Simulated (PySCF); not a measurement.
# A diatomic session: LiC

Aim: find the lowest electronic state of LiC, scan its bond at several levels of theory, and get bond length, wavenumber and dissociation energy from each curve.

Computed with PySCF 2.14.0. Level: Li 3-21G, C 3-21G, no relativity.

## Step 1: Input

A driver script around PySCF takes these settings:

```json
{"atoms": "Li, C", "charge": "0", "basis": "Li 3-21G, C 3-21G", "Hamiltonian": "no relativity", "basis functions": "18", "electrons treated": "9", "masses in u": "7.0160, 12.0000", "levels": "PBE0, PBE, r²SCAN, TPSS, revPBE, LDA, LC-ωPBE, HF, MP2, SCS-MP2, CCSD, CCSD(T)", "grid": "80 radial by 434 angular points", "occupations": "held fixed by the projection of orbital angular momentum", "dissociation limit": "Li + C, each in its ground configuration", "starting distance in angstrom": "1.995", "values of 2S to try": "1, 3"}
```

On the command line:

```console
$ OMP_NUM_THREADS=1 python dia.py task.json out
```

The runs that follow: First curve: PBE0; Excited determinants; PBE (GGA); r²SCAN; TPSS; revPBE (GGA); LDA (local density); LC-ωPBE; UHF; Adding correlation.

What does the calculation give? Wanted: for each run, Re; ωe; De; μ.

The runs gave:

Lowest PBE0 solution found, without spin–orbit coupling: ⁴Σ⁻ (quartet), unpaired electrons σ ↑, π ↑↑. State 2 has its PBE0 minimum 0.89 eV higher, as a spin-mixed determinant (⟨S²⟩ = 1.75), so this is no gap between pure states. State 3 has its PBE0 minimum 0.95 eV higher, as a spin-mixed determinant (⟨S²⟩ = 1.75), so this is no gap between pure states. State 4 has its PBE0 minimum 1.56 eV higher. The other levels ran on the lowest alone.

| level | Re (Å) | ωe (cm⁻¹) | De (eV) | μ (D) |
| --- | --- | --- | --- | --- |
| UHF | 1.916 | 744 | 1.92 | -6.36 |
| UHF-MP2 | 1.929 | 724 | 2.19 | n/a |
| UHF-SCS-MP2 | 1.927 | 726 | 2.04 | n/a |
| UHF-CCSD | 1.934 | 714 | 2.13 | n/a |
| UHF-CCSD(T) | 1.937 | 710 | 2.15 | n/a |
| LDA | 1.911 | 703 | 3.12 | -5.18 |
| PBE | 1.927 | 692 | 2.76 | -5.16 |
| revPBE | 1.938 | 682 | 2.65 | -5.22 |
| TPSS | 1.926 | 699 | 2.73 | -5.39 |
| r²SCAN | 1.930 | 703 | 2.82 | -5.63 |
| PBE0 | 1.913 | 719 | 2.64 | -5.63 |
| LC-ωPBE | 1.903 | 738 | 2.65 | -5.99 |

De is counted to Li + C in their ground configurations. A positive dipole means Li(−)C(+).

Differences from CCSD(T) in the same basis:

| level | Re (mÅ) | ωe (%) |
| --- | --- | --- |
| UHF | -21 | +4.8 |
| UHF-MP2 | -8 | +2.1 |
| UHF-SCS-MP2 | -10 | +2.3 |
| UHF-CCSD | -3 | +0.7 |
| LDA | -27 | -0.9 |
| PBE | -11 | -2.5 |
| revPBE | +1 | -4.0 |
| TPSS | -11 | -1.5 |
| r²SCAN | -7 | -0.9 |
| PBE0 | -25 | +1.3 |
| LC-ωPBE | -34 | +4.0 |

**Reading.** Judged by CCSD(T) in the same basis: best bond length revPBE (+1 mÅ), worst LC-ωPBE (-34 mÅ); best wavenumber UHF-CCSD (+0.7 %), worst UHF (+4.8 %). Hartree–Fock falls on the short and stiff side, its usual fault. CCSD(T) in a basis this small is itself some way from its limit, more so than the functionals. Among the levels with a De in the table, it runs from 1.92 eV (UHF) to 3.12 eV (LDA).

Correlated steps freeze 1 core orbital. The basis is very small, so these numbers show the basis as much as the molecule.
